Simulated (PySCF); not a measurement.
HN, SMILES [NH], multiplicity 3. Atoms are numbered in the order given.

```xyz
2

N      0.0000     0.0000    -0.1299
H      0.0000     0.0000     0.9093
```
Charge 0, spin multiplicity 3.

Geometry optimised at PBE0-D3(BJ)/def2-TZVPD.

All values below come from PBE/pcH-1 run with PySCF.

Unrestricted Kohn–Sham, ⟨S²⟩ = 2.004. Hyperfine tensors hold the contact and dipolar terms, without spin-orbit corrections.

Task: Estimate the hyperfine couplings. (The exact figures need the calculation; the answer reports its results.)

Result: 
```csv
nucleus,A(iso) (MHz),A(iso) (G),dipolar principal values (MHz)
14N no. 1,10.1,3.6,"-47.7, 23.8, 23.8"
1H no. 2,-54.7,-19.5,"-31.5, -31.5, 63.1"
```
